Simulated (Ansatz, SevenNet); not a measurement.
Elastic constant C13 (GPa) of solids drawn from the class of tetrahedrally bonded semiconductors and semimetals, at two levels: the machine-learned potential SevenNet-l3i5 (trained on PBE and PBE+U data), and r²SCAN in Ansatz (PAW).

```tsv
solid	SevenNet-l3i5	r²SCAN	shift (%)
wurtzite GaN	86.8	94.9	+9.3
wurtzite BN (high-pressure phase)	124	59.2	-52
wurtzite ZnO	97.4	113	+16.0
wurtzite CdS	38.9	44.6	+14.7
2H-SiC	98.3	49.1	-50
wurtzite AlN	107	105	-1.9
```

The shifts run from -52 % to +16.0 %, with a median of +3.7 %.

Over all 6 rows r²SCAN is the larger in 3.

Ansatz's runs of these crystals have no spin polarisation.

Each level is taken at its own relaxed cell. Ansatz's density-functional and Hartree–Fock values are scalar-relativistic unless marked +SOC, with PAW data made under PBE.

Ansatz is an electronic-structure program.
